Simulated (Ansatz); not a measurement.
# C2H5Si+: one structure at several levels

An exercise on one series of results from a longer session: the logs are not shown, and one member is left open.

The runs use Ansatz 0.2.0, Gaussian basis; single points in def2-TZVPP.

Cores are frozen in the correlated methods.

## Where the work starts

8 atoms, charge 1, spin multiplicity 1.

Atoms are counted from 1 here; the program's logs count them from 0.

Bond lengths: C1–Si2 1.746 Å, C1–H4 1.086 Å, C1–H5 1.076 Å, Si2–C3 1.750 Å, Si2–H6 1.499 Å, C3–H7 1.075 Å, C3–H8 1.084 Å. Angles: Si2–C1–H4 117.0°, Si2–C1–H5 127.8°, H4–C1–H5 115.2°, C1–Si2–C3 107.3°, C1–Si2–H6 126.4°, C3–Si2–H6 126.3°, Si2–C3–H7 125.8°, Si2–C3–H8 115.2°, H7–C3–H8 118.9°.

Coordinates:

```xyz
8
C2H5Si
C    -0.99505    0.75929   -0.68651
Si    0.40701    0.58036    0.33808
C     0.72866   -1.13395    0.48477
H    -1.40760   -0.14693   -1.12011
H    -1.49804    1.66883   -0.96381
H     1.17012    1.68622    1.00195
H     1.52227   -1.57729    1.05861
H     0.09252   -1.77601   -0.11400
```

The first run:

run/in.yaml reads:

```yaml
crystal:
  periodic: [false, false, false]
  atoms:
    - {symbol: C, position_ang: [-0.995054, 0.759286, -0.686505]}
    - {symbol: Si, position_ang: [0.407013, 0.580363, 0.338075]}
    - {symbol: C, position_ang: [0.728659, -1.133953, 0.484770]}
    - {symbol: H, position_ang: [-1.407598, -0.146933, -1.120109]}
    - {symbol: H, position_ang: [-1.498040, 1.668832, -0.963811]}
    - {symbol: H, position_ang: [1.170122, 1.686215, 1.001955]}
    - {symbol: H, position_ang: [1.522267, -1.577285, 1.058608]}
    - {symbol: H, position_ang: [0.092515, -1.776015, -0.114003]}
basis:
  gaussian: {orbitals: def2-TZVPP}
total_charge: 1
hamiltonian: {xc: pbe, dispersion: d4}
output: {forces: true}
```

On the command line:

```console
$ ansatz run in.yaml --threads 2 --pin off --events-out ev --progress --plain --max-ram 3481MiB
```

Among the steps run: PBE-D4/def2-TZVPP; r2SCAN-D4/def2-TZVPP; PBE0-D4/def2-TZVPP; wB97M-V/def2-TZVPP; CCSD(T)/def2-TZVPP.

One of the session's tables, all rows but one given; the rest of the session is left out.

```
   method  RMS force component (eV/Å)  angle to CCSD(T) forces (°)
   PBE-D4                           ?                            ?
r2SCAN-D4                       0.369                         13.4
  PBE0-D4                       0.372                         18.9
  wB97M-V                       0.408                         26.9
  CCSD(T)                       0.430                    reference
```

Estimate the missing values for PBE-D4.

The run gave: RMS force component (eV/Å): 0.408; angle to CCSD(T) forces (°): 20.3.
